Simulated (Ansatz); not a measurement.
# Which isomer of H4SSi gives these data?

These gas-phase data were calculated for one isomer of H4SSi at PBE0-D4/def2-TZVP (harmonic, unscaled wavenumbers; equilibrium rotational constants with average atomic masses):

- rotational constants: 65.95, 6.285, 6.148 GHz
- all wavenumbers above 1500 cm⁻¹: 2710, 2254, 2233, 2229
- dipole moment: 1.01 D (PBE0/def2-TZVPD)

Candidates:

(1) `[SiH3]S`, a singlet
(2) `[SiH2-][SH2+]`, a singlet

**Question.** Which structure fits?

**Answer.** Candidate (1). 1 mode lies between 2500 and 2800 cm⁻¹, one for each S–H bond, while (2) has 2.

The same quantities for all candidates:

```
     rotational constants (GHz)  wavenumbers above 1500 cm⁻¹  dipole (D)  E above the lowest, PBE0-D4/def2-TZVP (kcal/mol)
(1)         65.95, 6.285, 6.148       2710, 2254, 2233, 2229        1.01                                               0.0
(2)         65.22, 5.371, 5.351       2699, 2635, 2051, 2043        3.57                                              49.9
```

Harmonic stretches to hydrogen usually lie a few per cent above observed fundamentals. Each candidate is one conformer. Programs: Ansatz 0.2.0.
